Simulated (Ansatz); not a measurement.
This geometry of H$_{6}$Si$_{2}$ (8 atoms, charge 0, multiplicity 1) is a first-order saddle point.

The calculation used RKS B3LYP-D4/def2-SVP in Ansatz.

```xyz
8
Properties=species:S:1:pos:R:3
Si -0.398 0.313 0.141
Si 1.104 -0.013 2.063
H 0.214 -0.809 2.949
H 2.458 -0.656 2.125
H 1.279 1.407 2.464
H 1.145 -0.345 0.403
H 0.340 1.113 -0.905
H -0.622 -1.011 -0.546
```

(1) Which two structures does it join? (They come from a converged band through this point; their orientation in space is the band's.)

(2) How far does it lie above each of them?

## Answers

(1) Bonds formed: Si2–H6.

Initial state:

```xyz
8
Properties=species:S:1:pos:R:3
Si 0.352 0.016 -0.040
Si 1.021 -0.017 2.216
H -0.148 -0.262 3.111
H 2.026 -1.100 2.433
H 1.640 1.292 2.581
H 1.546 0.209 -0.915
H -0.607 1.134 -0.284
H -0.308 -1.272 -0.409
```

Final state:

```xyz
8
Properties=species:S:1:pos:R:3
Si -0.508 0.400 0.077
Si 1.170 -0.045 2.081
H 0.185 -0.802 2.890
H 2.512 -0.695 2.219
H 1.292 1.389 2.436
H 1.062 -0.309 0.528
H 0.409 1.032 -0.960
H -0.600 -0.971 -0.577
```

(2) 190.8 kJ/mol above the first and 1.5 kJ/mol above the second. This is the barrier of this one path; another mechanism may lie lower.

Run time: 2 min on 1 thread of Intel(R) Xeon(R) Platinum 8259CL CPU @ 2.50GHz (Skylake/Cascade Lake) (shared host), peak memory 0.14 GiB.
